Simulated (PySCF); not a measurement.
# CH2, singlet: reading a ladder of total energies

Geometry: MP2(full)/6-31G*, from the G2/97 set.

```xyz
3

C     0.0000    0.0000    0.1002
H     0.0000    0.8622   -0.5971
H     0.0000   -0.8622   -0.5971
```

Basis cc-pVDZ; PySCF 2.14.0. Correlated methods freeze the noble-gas cores, which leaves 6 electrons in 23 orbitals. R marks a restricted (for open shells ROHF) determinant.

Full CI is exact within this basis and frozen core; it isn't the basis-set limit.

```tsv
level	total energy (hartree)
RHF	-38.881086
RMP2	-38.991243
RCCSD	-39.019229
RCCSD(T)	-39.022126
RCCSDT	-39.022845
RCCSDT(Q)	-39.022998
full CI	-39.023033
```

**Question.** What is the correlation energy at full CI, and what share of it do RMP2 and RCCSD recover?

**Answer.** E(corr) = -39.023033 − (-38.881086) = -0.141947 hartree = -3.863 eV. RMP2: -0.110157 / -0.141947 = 77.60 %. RCCSD: -0.138143 / -0.141947 = 97.32 %.

**Question.** By how many kcal/mol does RCCSD(T) miss full CI (1 hartree = 627.509 kcal/mol), and which steps make up the rest?

**Answer.** -39.022126 − (-39.023033) = 0.000907 hartree = 0.57 kcal/mol. Steps: RCCSDT − RCCSD(T) = -0.45, RCCSDT(Q) − RCCSDT = -0.10, full CI − RCCSDT(Q) = -0.02 kcal/mol. That is within 1 kcal/mol of the reference in this basis, which itself misses far more of the correlation at the basis-set limit.
